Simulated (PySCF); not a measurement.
Species, as SMILES: C(Cl)Cl.
Geometry (B3LYP-D3(BJ)/def2-TZVP, fixed):
```xyz
5

C      0.0039     0.0052     0.7673
Cl    -0.0175     1.4825    -0.2263
Cl     0.0153    -1.4855    -0.2061
H     -0.8904    -0.0005     1.3784
H      0.9045     0.0193     1.3690
```

Basis-set convergence of the isotropic shielding of Cl2 at PBE0 with PySCF. GIAO, no density fitting; atoms are numbered in the order shown. All functions are spherical. No added dispersion term, no relativity. Reference: the value in pcseg-3, 732.54 ppm, itself unsure by roughly 6.76 ppm (its distance from pcSseg-2). Deviations are taken from unrounded values. Cost is core time over that of pcSseg-0, rough, on shared machines of one kind; a dash marks a row that isn't timed (too short, read off another run, short of memory, by another algorithm or on other hardware).

```tsv
basis	functions	isotropic shielding of Cl2 (ppm)	minus reference (ppm)	cost
3-21G	39	795.00	62.47	-
6-31G	39	766.88	34.35	-
pcSseg-0	39	796.88	64.34	1×
6-31G*	54	768.76	36.22	-
def2-SV(P)	54	816.22	83.68	-
pcseg-1	60	742.13	9.60	1×
cc-pV(D+d)Z	70	778.69	46.16	0.8×
pcSseg-1	75	746.64	14.10	0.8×
6-311G**	82	753.53	20.99	0.9×
def2-TZVP	117	733.48	0.95	2×
pcseg-2	126	741.75	9.21	2×
def2-TZVPP	143	733.38	0.84	3×
def2-TZVPD	147	724.91	-7.63	3×
jun-cc-pV(T+d)Z	163	751.08	18.54	5×
6-311++G(3df,3pd)	169	738.19	5.65	6×
aug-pcseg-2	192	738.54	6.00	9×
aug-cc-pV(T+d)Z	202	752.87	20.33	10×
def2-QZVPP	257	736.73	4.20	30×
```
